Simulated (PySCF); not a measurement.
# C5H9N: core ionisation energies

C5H9N.
Cartesian coordinates in Å at the GFN2-xTB level; atoms count from 1:
```
atom  x, y, z in Å
C1    -2.058   -0.433   -0.252
C2    -0.607   -0.569    0.191
C3     0.156    0.743    0.022
C4     1.630    0.608    0.426
C5     2.328   -0.300   -0.449
N6     2.871   -1.015   -1.156
H7    -2.584   -1.375   -0.125
H8    -2.111   -0.150   -1.301
H9    -2.568    0.328    0.335
H10   -0.575   -0.874    1.241
H11   -0.116   -1.348   -0.396
H12   -0.306    1.518    0.639
H13    0.097    1.064   -1.021
H14    1.709    0.230    1.450
H15    2.129    1.580    0.376
```

Method used: PySCF, delta-SCF UKS SCAN, pcX-2 on the ionised atom, pcseg-1 elsewhere, spin-free X2C. Each binding energy is the total energy of the core-ionised species, with the hole localised on one atom, minus that of the ground state; both are solved self-consistently, so orbital relaxation is included.

Problem. What binding energy does each computed site have?

Solution. 
```
atom(s)              bonded to  level  binding energy (eV)  above the level's lowest (eV)  count
     C1              C and 3 H   C 1s               290.74                           0.00      1
     C2            2 C and 2 H   C 1s               290.84                          +0.10      1
     C3            2 C and 2 H   C 1s               291.16                          +0.42      1
     C4            2 C and 2 H   C 1s               292.18                          +1.44      1
     C5  N (triple bond) and C   C 1s               292.16                          +1.42      1
     N6        C (triple bond)   N 1s               404.90                           0.00      1
```

The listed C 1s values span 1.44 eV, from C1 (bonded to C and 3 H) to C4 (bonded to 2 C and 2 H). Summing the Pauling electronegativity differences to the bonded atoms, each weighted by its formal bond order, gives -1.05 for the lowest site and -0.70 for the highest; the largest sum, +1.47, belongs to C5, 0.02 eV below the top. The values 292.16 and 292.18 eV lie too close for their order to be trusted.

Problem. Which effective nuclear charge Zeff reproduces each element's mean 1s value in the hydrogen-like formula E = 13.606 eV × Zeff²?

Solution. C (Z = 6): mean 291.4 eV, Zeff = 4.63, Z − Zeff = 1.37; N (Z = 7): mean 404.9 eV, Zeff = 5.46, Z − Zeff = 1.54. Means run over the listed sites, weighted by atom count.

Problem. Which photon wavelength matches the C 1s of C4 threshold?

Solution. λ = hc/E = 12398.42 eV Å / 292.18 eV = 42.434 Å.

The structure is a single GFN2-xTB conformer in the gas phase; no vibrational or solvent corrections.
